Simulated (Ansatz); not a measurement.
# AlBH4S: the cost of one run

Computed with Ansatz 0.2.0, Gaussian basis. Level: unrestricted cation, the program's frozen cores in correlated methods.

The runs, in order: UKS PBE-D4/def2-TZVPP; UKS r2SCAN-D4/def2-TZVPP; UKS PBE0-D4/def2-TZVPP; UKS B3LYP-D4/def2-TZVPP; UKS wB97X-V/def2-TZVPP; UKS wB97M-V/def2-TZVPP; UKS B2PLYP/def2-TZVPP; UHF-CCSD(T)/def2-TZVPP; UHF-MP2/def2-QZVPP; extrapolation to the limit; then −ε(HOMO) from the neutral's earlier runs with LDA (SPW92), PBE-D4, revPBE-D4, BLYP-D4, r2SCAN-D4, B97M-V, PBE0-D4, B3LYP-D4, r2SCANh-D4, r2SCAN0-D4, HSE06-D4, BHLYP-D4, CAM-B3LYP-D4, LC-ωPBE, ωB97X-V, ωB97M-V.

### 1 The geometry

All runs share one geometry, relaxed beforehand with PBE0-D4 in a triple-zeta def2 set.

SMILES `B[S][AlH2]`, 7 atoms, charge 0, spin multiplicity 1.

Atoms are counted from 1 here; the program's logs count them from 0.

Bond lengths: B1–S2 1.787 Å, B1–H4 1.194 Å, B1–H5 1.193 Å, S2–Al3 2.205 Å, Al3–H6 1.578 Å, Al3–H7 1.581 Å. Angles: S2–B1–H4 121.5°, S2–B1–H5 117.2°, H4–B1–H5 121.3°, B1–S2–Al3 99.5°, S2–Al3–H6 119.3°, S2–Al3–H7 116.4°, H6–Al3–H7 124.3°.

### 2 Cation, UKS PBE-D4/def2-TZVPP

File in.yaml:

```yaml
crystal:
  periodic: [false, false, false]
  atoms:
    - {symbol: B, position_ang: [-1.424116, 0.265100, -0.512658]}
    - {symbol: S, position_ang: [-0.039856, 1.333734, -0.145957]}
    - {symbol: Al, position_ang: [1.430555, -0.182695, 0.486692]}
    - {symbol: H, position_ang: [-1.350297, -0.919122, -0.379970]}
    - {symbol: H, position_ang: [-2.427033, 0.785191, -0.896431]}
    - {symbol: H, position_ang: [1.018320, -1.705542, 0.487813]}
    - {symbol: H, position_ang: [2.853627, 0.355333, 0.915012]}
basis:
  gaussian: {orbitals: def2-TZVPP}
total_charge: 1
magnetization: {spin_polarized: true, initial_magnetization: 1}
hamiltonian: {xc: pbe, dispersion: d4}
```

The run is started by

```bash
ansatz run in.yaml --threads 2 --pin off --events-out ev --progress --plain --max-ram 4352MiB
```

What time and memory should one allow on 2 threads of Arm Neoverse V1, shared host?

About 8 s, with a peak of 0.39 GiB.
